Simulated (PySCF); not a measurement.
Compound: phosphorus pentafluoride, PF5.
Bonds: F1–P2, P2–F3, P2–F4, P2–F5, P2–F6.

Computed, not measured: PBE0-D3(BJ)/def2-SVP geometry optimisation, gas phase in PySCF.

Task: What internal coordinates does the optimisation give?

Result: 
| bond | length (Å) |
| --- | --- |
| F1–P2, P2–F6 | 1.594 |
| P2–F3, P2–F4, P2–F5 | 1.568 |

Bonds in one row agree within 0.01 Å and their mean is given. A selection of angles:
| angle | degrees |
| --- | --- |
| F1–P2–F3 | 90.0 |
| F1–P2–F6 | 180.0 |
| F3–P2–F4 | 120.0 |

P2 (phosphorus bonded to 5 F) is trigonal bipyramidal (τ5 = (β − α)/60° = 1.00 from the two widest angles, 180.0° and 120.0° (0 for a square pyramid, 1 for a trigonal bipyramid)). The F–P distances run from 1.568 Å (P2–F3, drawn single) to 1.594 Å (P2–F6, drawn single), a spread of 0.026 Å.

Point group: D3h (every atom within 0.08 Å of its image). Stationary, but not proved a minimum.
